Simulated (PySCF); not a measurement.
**Dipole moment and polarisability across levels of theory**

Species: C₂H₆OS.
SMILES with atom numbers: `[CH3:1][S:2]([CH3:3])=[O:4]` (hydrogens: H5, H6, H7 on C1; H8, H9, H10 on C3)

PySCF, dipoles from the SCF density, polarisabilities from static response with core orbitals frozen. Geometry: PBE0-D3(BJ)/def2-SVP; no solvent, vibrations or thermal averaging.

Reference dipole: 3.960 D (measured, gas; NIST CCCBDB Release 22 (SRD 101), experimental dipoles). Reference polarisability: 7.969 Å³ (measured, gas; NIST CCCBDB Release 22 (SRD 101), experimental polarizabilities). The anisotropy is √(½[(α1 − α2)² + (α2 − α3)² + (α3 − α1)²]).

```tsv
level	μ (D)	error (%)	α (au)	error (%)	anisotropy (au)
CAM-B3LYP/def2-SVPD	4.360	+10.1	52.49	-2.4	10.99
wB97X-D/def2-SVPD	4.329	+9.3	52.09	-3.1	10.86
LC-wPBE/def2-SVPD	4.406	+11.3	50.89	-5.4	10.75
PBE0/6-31G*	3.910	-1.3	42.01	-21.9	11.75
PBE0/6-31+G*	4.315	+9.0	48.76	-9.3	11.65
PBE0/def2-SVP	3.951	-0.2	43.14	-19.8	13.98
PBE0/aug-cc-pVDZ	4.121	+4.1	53.91	+0.2	11.70
PBE0/def2-TZVP	3.996	+0.9	49.09	-8.7	12.31
PBE0/def2-TZVPD	4.050	+2.3	53.86	+0.1	11.45
```

For the dipole, the smallest error is 0.2% (PBE0/def2-SVP) and the largest 11.3% (LC-wPBE/def2-SVPD). For the polarisability, the smallest error is 0.1% (PBE0/def2-TZVPD) and the largest 21.9% (PBE0/6-31G*). The dipole runs from 3.91 D (PBE0/6-31G*) to 4.41 D (LC-wPBE/def2-SVPD). With PBE0 the polarisability is 44.75 au without diffuse functions (mean of 6-31G*, def2-SVP and def2-TZVP) and 52.18 au with them (mean of 6-31+G*, aug-cc-pVDZ and def2-TZVPD). Measured values can belong to vibrating molecules and may average over conformers; the computed ones are for one fixed geometry.
